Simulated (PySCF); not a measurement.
Cartesian coordinates in Å; atom numbers follow the order of the lines, from 1:
```xyz
7

Al    0.1265   -0.2162   -1.0861
S     0.1409   -0.2355    1.4885
H     0.5227    1.0456    1.6905
H    -1.1657    0.0457    1.6923
H     1.7169   -0.1985   -1.2464
H    -0.6749    1.1539   -1.2940
H    -0.6664   -1.5950   -1.2447
```

PySCF calculation with shieldings: GIAO B3LYP/pcSseg-1 (pcSseg-2 on Al) and coordinates at the PBE0-D3(BJ)/def2-SVP level; one conformer, isolated molecule, equivalent nuclei averaged, non-relativistic.

Chemical shifts δ = σref − σ; TMS for ¹H (31.38 ppm); ²⁷Al (571.15 ppm) against [Al(H2O)6]3+; ³³S (485.41 ppm) against CS2, all at this level.

```json
{"atoms": "H3/H4", "nucleus": "¹H", "count": "2", "δ (ppm)": "2.29"}
{"atoms": "S2", "nucleus": "³³S", "count": "1", "δ (ppm)": "-161"}
{"atoms": "H5/H6/H7", "nucleus": "¹H", "count": "3", "δ (ppm)": "?"}
{"atoms": "Al1", "nucleus": "²⁷Al", "count": "1", "δ (ppm)": "?"}
```

Q: Fill in the missing shifts.

A: 
- H5/H6/H7: 4.22 ppm, hydrogen on an aluminium bonded to S
- Al1: 166.0 ppm, aluminium bonded to S, 3 H

Exchangeable OH/NH protons stand at their gas-phase positions; hydrogen bonding in a real sample shifts them, mostly to higher δ. Hydrides on Al or Ga are broadened by the quadrupolar metal nucleus.
